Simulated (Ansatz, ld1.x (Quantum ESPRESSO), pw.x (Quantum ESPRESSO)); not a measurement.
## gold: does the TM potential hold in the solid?

```json
{
  "Element": "gold (Au)",
  "Generator": "ld1.x (Quantum ESPRESSO) 7.5",
  "Type": "norm-conserving Troullier–Martins (Kleinman–Bylander form)",
  "Functional": "PBEsol",
  "Relativity": "scalar-relativistic",
  "Frozen core": "[Xe] 4f14",
  "Valence charge": "11",
  "Reference configuration": "5d10 6s1 6p0",
  "Partial waves": "6s (bound): rc 2.10 bohr; 5d (bound): rc 1.45 bohr; 6p (bound, empty): rc 2.80 bohr",
  "Local potential": "the p channel",
  "Core correction": "Bessel-smoothed model core inside 1.50 bohr"
}
```

Crystal test: bcc Au in pw.x 7.5, no spin, 14³ k-points, Fermi–Dirac smearing 0.01 Ry, cutoffs 100/400 Ry. The reference is all-electron LAPW (Ansatz 0.2.0) with the same functional, mesh and smearing; V0 and B0 come from Birch–Murnaghan fits to the pressures at five volumes. Errors are pseudo minus all-electron; Δ is the rms difference of the E(V) curves that follow from these fits, minima aligned, over ±6 % about the mean V0. Mesh and smearing are coarse, so the numbers serve the comparison and aren't converged zero-temperature values; the lattice is a test structure that the element need not adopt.

```
V (Å³/atom)  P all-electron (GPa)  P pseudo (GPa)
     16.197                 10.12           31.22
     16.623                  4.57           23.32
     17.049                 -0.10           16.60
     17.475                 -4.04           10.89
     17.901                 -7.35            6.04
```

All-electron: a0 = 3.242 Å (V0 = 17.04 Å³/atom), B0 = 172.0 GPa.

Pseudopotential: mean pressure error (GPa): +16.97. The pressure does not cross zero within the volumes sampled, so no fit is given. The largest radius (2.80 bohr) exceeds half the bond length (2.65 bohr), so the spheres overlap, which is one possible source of error among others. This is a poor potential for the solid.

Question: At the middle volume, how do free energy and pressure move when the wave cutoff is lowered (ecutrho kept at four times it)?

Answer:

| cutoff (Ry) | shift of F (meV/atom) | shift of P (GPa) |
| --- | --- | --- |
| 45 | +85.4 | -2.61 |
| 60 | +56.2 | -1.19 |
| 80 | +5.6 | -0.50 |

The run at the middle volume (104 k-points, 6 iterations) took about 26 s on one core of a shared host (Neoverse-V1, 32 threads, 247 GiB, load 16).
